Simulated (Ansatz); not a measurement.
Geometry optimisation, RKS PBE-D4/def2-SVP (Ansatz).

input.yaml

```yaml
crystal:
  periodic: [false, false, false]
  atoms:
    - { symbol: Al, position_ang: [-0.101889, -0.263544, 0.036072] }
    - { symbol: Cl, position_ang: [0.105434, -0.549817, 2.205915] }
    - { symbol: O, position_ang: [1.258827, -0.45814, -0.983826] }
    - { symbol: H, position_ang: [2.155418, -0.675215, -0.683526] }
    - { symbol: H, position_ang: [-1.499557, 0.024248, -0.630721] }
    - { symbol: H, position_ang: [0.121001, 2.38049, 0.783766] }
    - { symbol: H, position_ang: [0.147067, 1.855178, 1.28242] }
basis:
  gaussian: { orbitals: def2-SVP }
hamiltonian:
  xc: pbe
  dispersion: d4
relax:
  f_tol: 0.03
  max_steps: 50
```

Launched with:

```bash
$ ansatz run input.yaml --threads 1 --pin off --max-ram 2048MiB --backend cpu --events-out ev --progress --plain --runs-dir out
```

Question: Where does it end, and by what steps?

Answer: The run converged. After 8 steps the energy has fallen by 0.122 eV; H6 moved furthest, 0.34 Å.

```csv
step,energy less start (eV),largest force component (eV/Å),accepted
0,0.0000,1.365,yes
1,-0.0879,0.424,yes
2,-0.1032,0.303,yes
3,-0.1156,0.183,yes
4,-0.1062,0.789,no
5,-0.1193,0.088,yes
6,-0.1206,0.047,yes
7,-0.1166,0.182,no
8,-0.1216,0.015,yes
```

```xyz
7
Properties=species:S:1:pos:R:3
Al -0.098 -0.202 0.140
Cl 0.079 -0.790 2.177
O 1.253 -0.316 -0.907
H 2.137 -0.598 -0.622
H -1.496 0.135 -0.507
H 0.169 2.183 0.505
H 0.143 1.901 1.224
```

Whether the end is a true minimum wasn't checked by a vibrational analysis.

Time of the run: 17 s on 1 thread of Arm Neoverse V2, with other jobs on the host, peak memory 0.13 GiB.
